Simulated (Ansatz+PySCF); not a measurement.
A calculation with PySCF 2.14.0.

```python
from pyscf import gto, scf, mp

mol = gto.M(atom="""
H -1.520860 1.388830 0.000000
C 0.108630 0.549330 0.000000
O 0.108630 -0.585600 0.000000
""", basis='cc-pvtz', charge=0, spin=1)
mf = scf.UHF(mol)
mf.kernel()
pt = mp.MP2(mf, frozen=2).run()
print(mf.e_tot, pt.e_corr, pt.e_tot)
```

The script is written out from the run's settings.

Results

```
Converged                       : yes
Reference energy                : -113.26551 hartree
Correlation energy              : -0.36021 hartree
Total energy                    : -113.62572 hartree
Spin squared of the determinant : 0.784
```

Caution: bonds are stretched, where a single reference can fail.
